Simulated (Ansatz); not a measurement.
The input, for Ansatz 0.2.0:

```yaml
crystal:
  periodic: [false, false, false]
  atoms:
    - {symbol: Ge, position_ang: [0.000000, -0.074995, 1.922811]}
    - {symbol: Na, position_ang: [0.000000, 0.043690, -6.148226]}
    - {symbol: H, position_ang: [0.000000, 4.408235, 1.660086]}
basis:
  gaussian: {orbitals: cc-pVDZ}
correlation: {active_space: {window: {electrons: 8, orbitals: 5}}}
output: {forces: true}
```

```sh
$ ansatz run in.yaml --threads 1 --pin off --events-out ev --progress --plain --max-ram 2393MiB
```

Q: One thing in this input was set wrong on purpose, beside settings that are merely unusual. What is the gravest fault, and what does the program do?

A: Coordinates in the wrong unit (values in bohr typed as Å, so distances are 1.89 times too long). How the run ends: converged.
```
539 factors; integrals over basis functions are off by at most 2.2e-4 eV
mean field evaluation 1: about -60876.4296 eV, gradient 1.9e1 eV
mean field evaluation 2: about -60876.4299 eV, gradient 1.9e1 eV
mean field evaluation 4: about -60883.3738 eV, gradient 5.9e0 eV
mean field evaluation 8: about -60883.3742 eV, gradient 5.9e0 eV
mean field evaluation 16: about -60884.2491 eV, gradient 1.4e-2 eV
mean field evaluation 32: about -60883.9026 eV, gradient 4.5e-1 eV
mean field evaluation 64: about -60884.2490 eV, gradient 3.4e-2 eV
mean field evaluation 96: about -60884.2514 eV, gradient 1.5e-1 eV
mean field evaluation 128: about -60884.2281 eV, gradient 2.6e-6 eV
mean field evaluation 160: about -60884.2491 eV, gradient 1.6e-5 eV
mean field -60884.24912897 eV, -2237.4548866634 hartree, gradient 1.7e-6 eV, S^2 0.000000; 11 other end points of the search recorded, 0 dependent functions left out
reference -60884.24912897 eV, -2237.4548866634 hartree; 22, 22 occupied and 28, 28 virtual orbitals, 539 factors
state -60887.71654294 eV, -2237.5823117764 hartree
the calculation of the forces begins
Total energy: -60887.71654294 eV, -2237.5823117764 hartree
Atom 0 at     0.000000    -0.074995     1.922811 Å, force    -0.000000     0.000794    -0.005665 eV/Å
Atom 1 at     0.000000     0.043690    -6.148226 Å, force    -0.000000    -0.000092     0.005607 eV/Å
Atom 2 at     0.000000     4.408235     1.660086 Å, force     0.000000    -0.000702     0.000058 eV/Å
Dipole moment:     0.000000     0.000574     0.063706 e Å
```
